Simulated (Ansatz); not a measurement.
Species, as SMILES: [C-]#[S+] (C-S).
Atoms: C1, S2. Bonds: C1-S2.

Basis-set convergence of the optimised C1-S2 bond length at PBE with Ansatz (a quantum-chemistry and plane-wave program). All functions are spherical. The program fits the integrals of some runs and decomposes those of others, by size. No added dispersion term, no relativity. Reference: the value in pcseg-4, 1.5451 Å, itself unsure by roughly 0.0002 Å (its mean distance from aug-pcseg-3, aug-cc-pV(Q+d)Z, cc-pV(5+d)Z). Deviations are taken from unrounded values.

```csv
basis,functions,optimised C1-S2 bond length (Å),minus reference (Å)
6-31G,22,1.6136,0.0685
pcseg-0,22,1.6063,0.0612
cc-pV(D+d)Z,37,1.5590,0.0139
def2-TZVPP,73,1.5463,0.0012
jun-cc-pV(T+d)Z,87,1.5465,0.0014
def2-TZVPPD,88,1.5462,0.0012
cc-pCVTZ,102,1.5488,0.0037
def2-QZVPPD,142,1.5453,0.0002
cc-pV(5+d)Z,191,1.5455,0.0004
```

The smallest set listed that lies within 0.005 Å of the reference with all its larger relatives (same family, alike in diffuse functions; a set with none counts only in the reference's own line) is def2-TZVPP (73 functions, 0.0012 Å off). Inside, with no larger relative to test it: cc-pCVTZ, cc-pV(5+d)Z. (Relatives not listed, tested too: aug-cc-pV(T+d)Z 0.0012, def2-QZVP 0.0008, def2-QZVPP 0.0008, aug-cc-pV(Q+d)Z 0.0001 Å.)
